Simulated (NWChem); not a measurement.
Isomers of C4H6, each optimised at PBE0/def2-SVP with NWChem, gas phase unless a solvent is named. Flexible species stand in one conformer each, which need not be the lowest.  Relative energies count from the lowest isomer at each level and are electronic, without zero-point energy, on those geometries.

A: C=C=CC
B: C#CCC
C: C=CC=C

### Question
Which isomer is lowest, and do the levels agree? Levels: PBE0/def2-SVP; PBE/def2-SVP; B3LYP/def2-SVP; BLYP/def2-SVP; CAM-B3LYP/def2-SVP; PW6B95/def2-SVP; r2SCAN/def2-SVP.

### Answer
All put C lowest.
```csv
quantity,A,B,C
"relative energy, PBE0/def2-SVP (kcal/mol)",10.7,15.6,0.0
"relative energy, PBE/def2-SVP (kcal/mol)",10.3,16.7,0.0
"relative energy, B3LYP/def2-SVP (kcal/mol)",11.2,16.1,0.0
"relative energy, BLYP/def2-SVP (kcal/mol)",11.0,17.0,0.0
"relative energy, CAM-B3LYP/def2-SVP (kcal/mol)",10.9,14.4,0.0
"relative energy, PW6B95/def2-SVP (kcal/mol)",10.8,15.3,0.0
"relative energy, r2SCAN/def2-SVP (kcal/mol)",11.1,16.3,0.0
```
